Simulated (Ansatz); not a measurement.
Two isomers of C4H5ClO: A = `OC1=C(CCl)C1`, B = `C=C1OC1(C)Cl`.

Isolated molecules relaxed with PBE0-D4/def2-TZVP in Ansatz; ΔE leaves out vibrations. CCSD(T)/CBS is the MP2 limit (def2-TZVPP, def2-QZVPP) plus CCSD(T) − MP2 in def2-TZVPP, frozen cores. DFT in def2-TZVPP. B3LYP here is the variant with VWN-RPA as its local correlation; programs differ in this. One conformer a species, not always the lowest.

A:

Z-matrix (Å, degrees):
```
C
Cl 1 1.806
C 1 1.455 2 111.6
H 1 1.088 2 106.6 3 121.8
H 1 1.090 2 105.3 3 -121.8
C 3 1.289 1 153.7 2 109.4
C 3 1.524 1 143.6 2 -64.4
O 6 1.325 3 148.7 1 4.0
H 7 1.093 3 118.9 1 70.8
H 7 1.094 3 119.8 1 -76.8
H 8 0.963 6 108.8 3 178.1
```

B:

Z-matrix (Å, degrees):
```
C
C 1 1.492
C 1 1.426 2 124.7
Cl 1 1.757 2 113.5 3 -158.3
O 1 1.446 2 116.5 3 66.0
H 2 1.090 1 110.0 3 97.3
H 2 1.090 1 109.5 3 -22.7
H 2 1.091 1 109.9 3 -143.2
C 3 1.312 1 157.4 2 -79.0
H 9 1.080 3 119.6 1 -0.5
H 9 1.082 3 120.9 1 -179.7
```

Which is lower in electronic energy at CCSD(T)/CBS, and by how much? (Best estimate.)

Computed: B, by 66.2 kJ/mol.

Give E(B) − E(A) in kJ/mol with HF/def2-TZVPP, ωB97M-V, B3LYP, r2SCAN-D4, CCSD/def2-TZVPP, CCSD(T)/def2-TZVPP, PBE-D4. (An estimate is asked.)

Ansatz gave: HF/def2-TZVPP -58.2, ωB97M-V -68.6, B3LYP -64.5, r2SCAN-D4 -73.8, CCSD/def2-TZVPP -65.7, CCSD(T)/def2-TZVPP -69.0, PBE-D4 -67.4. None reverses the order clearly.

Largest T1 diagnostic: 0.013.

In def2-TZVPP, CCSD(T) changes the Hartree–Fock value by −10.8 kJ/mol (the triples alone add −3.2 kJ/mol) and MP2 by −5.6 kJ/mol. From PBE to PBE0 (25 % exact exchange), in def2-TZVPP and without D4, E(B) − E(A) moves by +5.6 kJ/mol.
